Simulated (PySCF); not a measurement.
## Reproducing measurements on fulvene

**What was measured.**

From NIST CCCBDB Release 22 (SRD 101), experimental dipoles, for the gas: dipole moment (microwave Stark effect, vibrational ground state) 0.424 D.

The results are set against them at the end.

Species: fulvene, C6H6.
Atom-mapped SMILES: `[CH2:1]=[C:2]1[CH:3]=[CH:4][CH:5]=[CH:6]1` (hydrogens: H7, H8 on C1; H9 on C3; H10 on C4; H11 on C5; H12 on C6)

Structure used (PBE0-D3(BJ)/def2-SVP), in Å, numbered top down from 1:
```xyz
12
C6H6 angstrom
C      1.9569   -0.0334    0.4957
C      0.6537   -0.0108    0.1658
C     -0.2380   -1.1709    0.0228
C     -1.4641   -0.7088   -0.3194
C     -1.4156    0.7576   -0.4105
C     -0.1608    1.1785   -0.1232
H      2.5388    0.8888    0.5769
H      2.4757   -0.9756    0.6927
H      0.0650   -2.2069    0.1725
H     -2.3551   -1.3114   -0.5014
H     -2.2660    1.3899   -0.6697
H      0.2095    2.2031   -0.1020
```

Runs made with PySCF (gas phase, on this PBE0-D3(BJ)/def2-SVP geometry; no spin–orbit coupling):

```json
{"level": "PBE0-D3(BJ)/def2-SVP, grid level 1", "job": "geometry optimisation from an MMFF94s start", "basis functions": "114"}
{"level": "PBE0/pcSseg-1", "job": "shieldings, ring-centre shieldings, charges and field gradients", "basis functions": "132"}
{"level": "wB97X-D/pcSseg-2", "job": "shieldings, ring-centre shieldings", "basis functions": "300"}
{"level": "BHandHLYP/aug-pcX-1 (pcseg-1 on H)", "job": "K-edge TDA, 28 lines", "basis functions": "228"}
{"level": "B3LYP/pcJ-1", "job": "spin–spin couplings from 12 perturbed nuclei, spin–dipole term left out", "basis functions": "222"}
```

## Comparison

**Dipole moment.** Measured: 0.424 D (NIST CCCBDB Release 22 (SRD 101), experimental dipoles).

```csv
level,computed (D),computed − measured (D),% (from the printed values)
PBE0-D3(BJ)/def2-SVP,0.674,+0.250,+59
PBE0/pcSseg-1,0.694,+0.270,+64
wB97X-D/pcSseg-2,0.616,+0.192,+45
BHandHLYP/aug-pcX-1 (pcseg-1 on H),0.611,+0.187,+44
B3LYP/pcJ-1,0.650,+0.226,+53
```

Closest is BHandHLYP/aug-pcX-1 (pcseg-1 on H) (+0.187 D), furthest PBE0/pcSseg-1 (+0.270 D); one molecule doesn't rank methods. All 5 levels lie above the measurement. The computed dipoles belong to one fixed geometry; measured ones are averaged over vibrations unless marked μe. Magnitudes are compared, not signs.

The geometry is computed, not the measured one. Where a level misses, the cause wasn't examined.
